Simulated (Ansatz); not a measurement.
A calculation with Ansatz (development build ahead of 0.2.0).

```yaml
crystal:
  periodic: [false, false, false]
  atoms:
    - { symbol: B, position_ang: [0.00694, 0.00097, -0.90837] }
    - { symbol: "N", position_ang: [0.00398, 0.0045, 0.72754] }
    - { symbol: H, position_ang: [0.0094, -1.17849, -1.23891] }
    - { symbol: H, position_ang: [-1.02108, 0.58999, -1.25175] }
    - { symbol: H, position_ang: [1.02621, 0.58323, -1.23583] }
    - { symbol: H, position_ang: [-0.00328, 0.94837, 1.07977] }
    - { symbol: H, position_ang: [-0.82862, -0.47259, 1.08044] }
    - { symbol: H, position_ang: [0.83072, -0.47187, 1.09499] }
basis:
  gaussian: { orbitals: STO-3G }
hamiltonian:
  xc: hf
correlation:
  method: mp2
  frozen_orbitals: { B: 1, H: 0, "N": 1 }
```

The input is written out in the form of the current development build from the run's settings.

The run gave:

```yaml
Converged: yes
Reference_energy: -81.59113 hartree
Correlation_energy: -0.10085 hartree
Total_energy: -81.69198 hartree
Spin_squared_of_the_determinant: 0.000
```
